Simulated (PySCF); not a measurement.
**Bond curve of O2**

Set-up: basis O STO-3G; no relativity; PySCF 2.14. Energies in eV from O + O in their ground configurations at the same level. State: ³Σg⁻ (triplet), unpaired electrons π ↑↑.

All columns are PBE0.

| R (Å) | E (eV) | HOMO (eV) | LUMO (eV) | Mayer bond order | ⟨S²⟩ |
| --- | --- | --- | --- | --- | --- |
| 1.094 | -3.583 | -4.09 | 2.47 | 2.00 | 2.00 |
| 1.145 | -4.710 | -4.46 | 2.01 | 2.00 | 2.00 |
| 1.196 | -5.342 | -4.77 | 1.60 | 2.00 | 2.00 |
| 1.234 | -5.570 | -4.98 | 1.33 | 2.00 | 2.00 |
| 1.272 | -5.634 | -5.17 | 1.08 | 2.00 | 2.00 |
| 1.310 | -5.567 | -5.34 | 0.85 | 2.00 | 2.00 |
| 1.361 | -5.319 | -5.54 | 0.58 | 2.00 | 2.00 |
| 1.425 | -4.820 | -5.76 | 0.28 | 2.00 | 2.00 |
| 1.501 | -4.037 | -5.92 | -0.02 | 2.00 | 2.00 |
| 1.603 | -2.833 | -5.25 | -0.35 | 2.00 | 2.00 |

STO-3G is very small, so such numbers show the basis as much as the molecule. The state is the lowest determinant that a PBE0 search found; another state may lie lower at other levels.
